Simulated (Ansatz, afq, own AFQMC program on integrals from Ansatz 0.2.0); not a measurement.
**Cl, doublet in cc-pVQZ, levels against CCSDT(Q)**

A free Cl atom.

Basis cc-pVQZ. Noble-gas cores (and the filled d shells of Ga–Kr and In–Xe) are frozen. Integrals, coupled cluster, full CI and functionals: Ansatz 0.2.0; the random walks run on the same integrals in our own AFQMC program. The CISD trial takes its coefficients from CCSD amplitudes. Released means that phaseless walkers are propagated on without the constraint, phases kept. ± is one standard error of the sampling.

Determinant: UHF, the one that the program's search chose, which needn't be the lowest solution.

No full CI on the walks' own integrals is used here; CCSDT(Q) serves as the reference and is uncertain by about the last step of the cluster series.

Cautions: the released energies are still falling, so no released level is given (meV from the phaseless value at times in 1/Eh: -2 ± 4 at 0.24, -7.8 ± 1.5 at 0.50, -11.2 ± 1.5 at 1.00, -12.4 ± 1.7 at 1.50), though the last usable value meets CCSDT(Q) within the noise.

```
T1 diagnostic                               : 0.0076
weight of the determinant in the CISD state : 0.928
⟨S²⟩ of the determinant                     : 0.760
size of the correlated space                : 7 electrons in 54 orbitals
```

Reference: CCSDT(Q), correlation energy -5.582 eV.

| level | E − E(reference) (meV) | share of correlation (%) |
| --- | --- | --- |
| HF | 5582.4 | 0.00 |
| MP2 | 823.7 | 85.24 |
| CCSD | 219.7 | 96.06 |
| CCSD(T) | 25.5 | 99.54 |
| CCSDT | 6.2 | 99.89 |
| ph-AFQMC/HF | 112.3 ± 12.5 | 97.99 |
| ph-AFQMC/CISD | 14.8 ± 2.0 | 99.73 |

A walk keeps the symmetry of its determinant, which the program's search chose and which needn't be the lowest solution, so a lower state of the same spin and another symmetry isn't excluded.
